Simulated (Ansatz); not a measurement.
**Molecular dynamics of BFH$_{2}$O**

The input (input.yaml):

```yaml
crystal:
  periodic: [false, false, false]
  atoms:
    - { symbol: B, position_ang: [-0.200919, 0.119597, 0.306333] }
    - { symbol: H, position_ang: [0.873017, -0.237439, 1.255831] }
    - { symbol: O, position_ang: [1.366429, -0.022727, 0.266811] }
    - { symbol: H, position_ang: [1.706875, -0.776345, -0.263561] }
    - { symbol: F, position_ang: [-0.671102, -0.034984, -0.903615] }
basis:
  gaussian: { orbitals: def2-SVP }
hamiltonian:
  xc: pbe0
  dispersion: d4
md:
  timestep: 0.5
  n_steps: 200
  ensemble: nve
  temperature: 100.0
  initial_velocities: maxwell_boltzmann
  seed: 10858
```

Run as:

```bash
$ ansatz run input.yaml --threads 1 --pin off --max-ram 2048MiB --backend cpu --events-out ev --progress --plain --runs-dir out
```

It starts at the highest image of a converged band. Of that band: The profile has 2 maxima (images 1, 4) with wells between them (image 2): this band takes more than one step, which may be the mechanism or a detour left from its start path. A structure lower than the first end lies on the path between it and the top, so the climb from that side starts below the end, which may itself be a saddle point or a shallow side well. Neighbouring images differ by up to 3.4 eV, so the band resolves the path poorly. A vibrational analysis at the climbing image gives one clearly imaginary mode, 1388i cm⁻¹: a first-order saddle point.

Output, in part (step lines, the closing report, with atoms numbered from 0):

```
md step     0: t =     0.00 fs  T =   100.0 K  F+E_penalty+E_count = -5461.01289912 eV  E_kin = 0.038778 eV  conserved = -5460.97412112 eV  (23 SCF iters)
md step     1: t =     0.50 fs  T =    97.4 K  F+E_penalty+E_count = -5461.01187973 eV  E_kin = 0.037777 eV  conserved = -5460.97410311 eV  (27 SCF iters)
md step     2: t =     1.00 fs  T =    90.4 K  F+E_penalty+E_count = -5461.00911946 eV  E_kin = 0.035068 eV  conserved = -5460.97405146 eV  (27 SCF iters)
md step     3: t =     1.50 fs  T =    81.1 K  F+E_penalty+E_count = -5461.00542698 eV  E_kin = 0.031441 eV  conserved = -5460.97398611 eV  (23 SCF iters)
md step     4: t =     2.00 fs  T =    71.9 K  F+E_penalty+E_count = -5461.00181919 eV  E_kin = 0.027885 eV  conserved = -5460.97393404 eV  (23 SCF iters)
md step     5: t =     2.50 fs  T =    65.0 K  F+E_penalty+E_count = -5460.99910625 eV  E_kin = 0.025191 eV  conserved = -5460.97391554 eV  (22 SCF iters)
md step     6: t =     3.00 fs  T =    61.0 K  F+E_penalty+E_count = -5460.99758196 eV  E_kin = 0.023649 eV  conserved = -5460.97393298 eV  (22 SCF iters)
md step     7: t =     3.50 fs  T =    59.3 K  F+E_penalty+E_count = -5460.99698533 eV  E_kin = 0.023015 eV  conserved = -5460.97397066 eV  (22 SCF iters)
[... lines left out ...]
Total energy: -5462.86214772 eV, -200.7564810677 hartree
Atom 0 at    -0.064898     0.189046     0.233704 Å, force     5.429632    -3.646301     4.451867 eV/Å
Atom 1 at    -0.867570    -0.372798     0.864693 Å, force    -0.237420     0.797546     4.255807 eV/Å
Atom 2 at     1.404190    -0.035731     0.193318 Å, force    -3.730264     2.840118     0.196446 eV/Å
Atom 3 at     1.541247     0.652016    -0.485839 Å, force     1.163907    -0.528179    -0.247125 eV/Å
Atom 4 at    -0.679158    -0.132152    -0.767853 Å, force    -2.625855     0.536815    -8.656995 eV/Å
Dipole moment:    -0.049977     0.399315    -0.197411 e Å
```

The steps, from the saved trajectory:

```
time (fs)  T (K)  potential energy less start (eV)  conserved less start (meV/atom)
      0.0    100                             0.000                             0.00
      3.0     61                             0.015                             0.04
      6.0     49                             0.020                             0.03
      9.0     54                             0.018                             0.01
     12.0     49                             0.020                             0.05
     15.0    161                            -0.023                             0.06
     18.0    654                            -0.214                             0.27
     21.0   3193                            -1.197                             0.56
     24.0   8931                            -3.431                            -1.31
     27.0   9680                            -3.722                            -1.36
     30.0   5533                            -2.106                             0.21
     33.0   4420                            -1.676                            -0.25
     36.0   4598                            -1.747                            -0.52
     39.0   3706                            -1.401                            -0.52
     42.0   6864                            -2.637                            -2.77
     45.0   6184                            -2.360                            -0.19
     48.0   4769                            -1.811                            -0.02
     51.0   5184                            -1.973                            -0.26
     54.0   6088                            -2.327                            -1.02
     57.0   4130                            -1.554                             1.70
     60.0   6737                            -2.581                            -1.46
     63.0   5735                            -2.186                            -0.13
     66.0   5453                            -2.077                            -0.30
     69.0   6403                            -2.446                            -0.39
     72.0   7700                            -2.949                            -0.32
     75.0   7038                            -2.695                            -0.81
     78.0   4238                            -1.604                             0.10
     81.0   3960                            -1.498                            -0.14
     84.0   4901                            -1.865                            -0.68
     87.0   6510                            -2.489                            -0.70
     90.0   7505                            -2.874                            -0.58
     93.0   6523                            -2.492                            -0.22
     96.0   6420                            -2.453                            -0.40
     99.0   5945                            -2.274                            -1.45
```

All steps were run. The conserved energy stayed within 2.8 meV per atom of its start (net change -0.72 meV per atom), so the integration is sound. The kinetic energy rose, since the run started high on the potential surface and went downhill. A run of 0.1 ps of so small a system gives no equilibrium averages. The orbitals stay closed-shell, which can raise the energy where a bond breaks towards radicals; this wasn't checked here.

Between its relaxed ends the band would form H2–O3 and break B1–H2, B1–O3. These pairs go: H2–O3 1.13 → 2.39 Å, B1–H2 1.48 → 1.17 Å, B1–O3 1.57 → 1.49 Å. In the last frame they stand as before the step (other bonds may differ from the relaxed reactants and products). These pairs come and go: their bonding changes 12 times, last at 98 of 100 fs, so the outcome isn't settled. It ends as one piece, BFH2O. Pairs count as bonded within 1.25 times the sum of covalent radii (0.12 Å more for H–H).

Last frame:

```xyz
5
Properties=species:S:1:pos:R:3
B -0.065 0.189 0.234
H -0.868 -0.373 0.865
O 1.404 -0.036 0.193
H 1.541 0.652 -0.486
F -0.679 -0.132 -0.768
```

Run time: 3 min on 1 thread of Arm Neoverse V1, with other jobs on the host, peak memory 0.091 GiB.
